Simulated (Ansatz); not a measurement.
Geometry optimisation, RKS BLYP/def2-SVP (Ansatz 0.2.0).

The input (input.yaml):

```yaml
crystal:
  periodic: [false, false, false]
  atoms:
    - { symbol: B, position_ang: [0.0, 0.0, 0.0] }
    - { symbol: Cl, position_ang: [0.0, 0.0, 2.21] }
    - { symbol: H, position_ang: [1.0305, 0.0, -0.595] }
    - { symbol: H, position_ang: [-1.0305, 0.0, -0.595] }
    - { symbol: P, position_ang: [0.0924, -2.0952, 0.6969] }
    - { symbol: H, position_ang: [-0.6759, -2.9172, -0.1694] }
    - { symbol: H, position_ang: [1.442, -2.5368, 0.6936] }
    - { symbol: H, position_ang: [0.0567, -1.2871, 1.8353] }
basis:
  gaussian: { orbitals: def2-SVP }
hamiltonian:
  xc: blyp
relax:
  f_tol: 0.15
  max_steps: 25
  restrain:
    - { distance: [0, 4], at: 3.11, k: 30.0 }
    - { distance: [7, 1], at: 2.57, k: 30.0 }
    - { distance: [0, 1], at: 1.86, k: 30.0 }
    - { distance: [7, 4], at: 1.42, k: 30.0 }
```

Run as:

```bash
$ ansatz run input.yaml --threads 1 --pin off --max-ram 2048MiB --backend cpu --events-out ev --progress --plain --runs-dir out
```

Where does it end, and by what steps?

It converged. The restraints hold the end off the free minimum. After 8 steps the energy has fallen by 3.338 eV (the restraints' own energy left out); Cl2 moved furthest, 1.00 Å. Parted: Cl2–H8 (1.34 → 2.58 Å).

| step | energy less start (eV) | largest force component (eV/Å) | accepted |
| --- | --- | --- | --- |
| 0 | 0.0000 | 7.122 | yes |
| 1 | -0.6971 | 3.012 | yes |
| 2 | -0.8491 | 2.583 | yes |
| 3 | -1.1230 | 2.422 | yes |
| 4 | -1.8631 | 1.453 | yes |
| 5 | -2.7101 | 1.799 | yes |
| 6 | -3.1354 | 1.793 | yes |
| 7 | -3.3265 | 0.883 | yes |
| 8 | -3.3382 | 0.821 | yes |

```xyz
8
Properties=species:S:1:pos:R:3
B 0.009 0.098 0.191
Cl -0.071 0.916 1.823
H 1.098 -0.010 -0.309
H -1.035 -0.157 -0.352
P 0.187 -2.917 0.969
H -0.611 -2.624 -0.186
H 1.413 -2.489 0.353
H -0.075 -1.653 1.587
```

Run time: 33 s on 1 thread of Arm Neoverse N1 (shared host), peak memory 0.13 GiB.
